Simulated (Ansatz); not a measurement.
Relaxation of CH5BN (8 atoms, charge -1, multiplicity 1), to a largest force component of 0.02 eV/Å in at most 40 steps.

Theory: Ansatz, RKS PBE0-D4/def2-SVP.

```xyz
8
Properties=species:S:1:pos:R:3
C -0.812 0.699 -0.651
B -0.065 0.223 0.480
N 0.709 -1.088 0.476
H -0.887 0.183 -1.618
H -1.425 1.608 -0.650
H 0.012 0.809 1.545
H 0.835 -1.438 -0.469
H 1.634 -0.995 0.888
```

Problem. Where does it end, and by what steps?

Solution. The run converged. Limits of this set-up: an anion without diffuse functions. After 6 steps the energy has fallen by 0.037 eV; H7 moved furthest, 0.05 Å.

```tsv
step	energy less start (eV)	largest force component (eV/Å)	accepted
0	0.0000	1.107	yes
1	-0.0271	0.588	yes
2	-0.0351	0.140	yes
3	-0.0351	0.167	yes
4	-0.0371	0.037	yes
5	-0.0371	0.022	yes
6	-0.0372	0.009	yes
```

```xyz
8
Properties=species:S:1:pos:R:3
C -0.832 0.712 -0.672
B -0.047 0.201 0.451
N 0.711 -1.092 0.480
H -0.918 0.198 -1.648
H -1.443 1.626 -0.617
H 0.030 0.814 1.535
H 0.878 -1.455 -0.458
H 1.621 -1.004 0.930
```

Whether the end is a true minimum wasn't checked by a vibrational analysis.

Run time: 13 s on 1 thread of Intel(R) Xeon(R) Platinum 8259CL CPU @ 2.50GHz (Skylake/Cascade Lake), on a shared host, peak memory 0.15 GiB.
